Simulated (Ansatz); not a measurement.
**SiHCl (triplet): the correlation ladder at distance Cl1–H2 along a hydrogen transfer = 1.335 Å, 6-31G**

Aim: climb from Hartree-Fock through coupled cluster and multireference methods for SiHCl (triplet) at one geometry and basis, and see what each rung misses.

Program: Ansatz 0.2.0, Gaussian basis. Level of theory: 6-31G, core rule «outside noble gas», up to 10 orbitals frozen. These are calculated values, not measurements.

The runs, in order: UHF; CCSD(T) on ROHF; CCSD(T) on UHF; BCCD(T) on ROHF; CISD; CCSDT(Q) on ROHF; CCSDT(Q) on UHF; CCSDTQ on ROHF; CCSDTQ on UHF; CASSCF and MRCISD+Q, 4 electrons in 4 orbitals; CASSCF and NEVPT2, 4 electrons in 4 orbitals; CASSCF and MRCISD+Q, 12 electrons in 9 orbitals; CASSCF and MRCISD+Q(relaxed), 12 electrons in 9 orbitals; CASSCF and NEVPT2, 12 electrons in 9 orbitals; Full CI.

**1. What is computed**

The geometry derives from fragments relaxed apart (PBE0/def2-TZVP) and kept rigid, so it is no stationary point. A hydrogen atom is moved between rigid fragments.

3 atoms, charge 0, spin multiplicity 3.

Atoms are counted from 1 here; the program's logs count them from 0.

Bond lengths: Cl1–H2 1.335 Å.

**2. UHF**

Input file in.yaml:

```yaml
crystal:
  periodic: [false, false, false]
  atoms:
    - {symbol: Cl, position_ang: [0.000000, 0.000000, -1.482333]}
    - {symbol: H, position_ang: [0.000000, 0.000000, -0.147333]}
    - {symbol: Si, position_ang: [0.000000, 0.000000, 1.629667]}
basis:
  gaussian: {orbitals: 6-31G}
magnetization: {spin_polarized: true, initial_magnetization: 2}
hamiltonian: {xc: hf}
output: {orbitals: {seedname: orbitals}}
```

Run with:

```sh
> ansatz run in.yaml --threads 1 --pin off --events-out ev --progress --plain --max-ram 3968MiB --backend cpu
```

Further steps of the session: CCSD(T) on ROHF; CCSD(T) on UHF; BCCD(T) on ROHF; CISD; CCSDT(Q) on ROHF; CCSDT(Q) on UHF; CCSDTQ on ROHF; CCSDTQ on UHF; CASSCF and MRCISD+Q, 4 electrons in 4 orbitals; CASSCF and NEVPT2, 4 electrons in 4 orbitals; CASSCF and MRCISD+Q, 12 electrons in 9 orbitals; CASSCF and MRCISD+Q(relaxed), 12 electrons in 9 orbitals; CASSCF and NEVPT2, 12 electrons in 9 orbitals; Full CI.

Q: Predict the results of all the runs planned. Wanted: FCI below the RHF energy; RMP2 from FCI; UMP2 from FCI; RCCSD from FCI; RCCSD(T) from FCI; UCCSD(T) from FCI; RCCSDT(Q) from FCI; UCCSDT(Q) from FCI; MRCISD+Q pair from FCI.

The runs gave:

| quantity | value |
| --- | --- |
| FCI below the RHF energy | -2.4517 eV |
| RMP2 from FCI | +544.1 meV |
| UMP2 from FCI | +551.4 meV |
| RCCSD from FCI | +39.5 meV |
| RCCSD(T) from FCI | +9.2 meV |
| UCCSD(T) from FCI | +9.1 meV |
| RCCSDT(Q) from FCI | +0.3 meV |
| UCCSDT(Q) from FCI | 0.0 meV |
| MRCISD+Q pair from FCI | +10.1 meV |
| NEVPT2 valence from FCI | +391.5 meV |
| MRCISD+Q valence from FCI | +20.4 meV |
| levels within 1 kcal/mol (43 meV) | RCCSD, UCCSD, RCCSD(T), UCCSD(T), BCCD(T), RCCSDT, UCCSDT, RCCSDT(Q), UCCSDT(Q), RCCSDTQ, UCCSDTQ, MRCISD+Q pair, MRCISD+Q valence, MRCISD+Q(relaxed) valence |
| T1 diagnostic | 0.014 |
| effectively unpaired electrons | 2.03 |

In words: RCCSD(T) lands +9.2 meV from the yardstick (0.4 % of the correlation energy). One determinant dominates. Of the multireference levels listed MRCISD+Q pair comes nearest in total energy (+10.1 meV), which doesn't show that its space is the better one. These misses are within one basis, not against nature; the frozen cores of restricted and unrestricted runs differ, which can shift their rows.
